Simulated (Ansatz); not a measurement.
Basis-set extrapolation for H₇NSi₂, SMILES `N[SiH2][SiH3]` (PBE0-D4/def2-TZVP geometry, frozen core, Ansatz). Multiplicity 1, RHF reference.

```
                      def2-TZVPP   def2-QZVPP
                 HF  -636.455086  -636.476315
    MP2 correlation    -0.474440    -0.508917
CCSD(T) correlation    -0.543718    -0.574097
```

Energies in hartree. Use E(X) = E(∞) + A·exp(−7.88·√X) for Hartree–Fock and E(X) = E(∞) + B·X^(−2.97) for correlation, with X = 3 and 4.

Problem. What is the CCSD(T) energy at the basis-set limit?

Solution. HF limit: -636.476315 + (-0.021229) × 0.13774 = -636.47924. Correlation limit: -0.574097 + (-0.030379) × 0.74074 = -0.59660. Total: -637.07584 hartree, 202.3 kJ/mol below CCSD(T)/def2-TZVPP.
